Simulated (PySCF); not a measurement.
## State search for AlP⁻

Unrestricted PBE0; PySCF, no relativity, basis sets Al def2-TZVPPD, P def2-TZVPPD. Outer shells of the fragments: Al 3s2 3p1; P− 3s2 3p4.

Followed along the bond (rough minima from three points):

```tsv
2Ms+1	unpaired	⟨S²⟩ at the start	R at minimum (Å)	Te (eV)
2	σ ↑	0.77	2.13	0.00
2	π ↑	0.76	2.24	0.02
```

Solutions found at the starting distance of 2.360 Å, counted from the lowest of them; the search is not exhaustive and high or unbound solutions are not listed, so other states can lie among these:

```csv
2Ms+1,unpaired,term,E (eV),⟨S²⟩,⟨Lz²⟩,μ (D)
2,π ↑,²Π,0.00,0.76,1.02,-0.28
2,σ ↑,²Σ⁺,0.22,0.77,0.00,-1.95
```

A term symbol is given only where ⟨S²⟩ and ⟨Lz²⟩ are close to those of a pure state; real π, δ and φ orbitals otherwise mix terms. A positive dipole points towards P; it is taken about the centre of mass and depends on that origin.

Compare the gap between the two lowest followed solutions at the starting distance with the gap between their minima.

At PBE0 the second solution (doublet, unpaired electrons π ↑) lies -0.22 eV from the first (doublet, unpaired electrons σ ↑) at 2.360 Å and +0.02 eV at the minima; the two curves relax by different amounts, since their minima lie near 2.24 and 2.13 Å. A gap this small is a tie at this level.
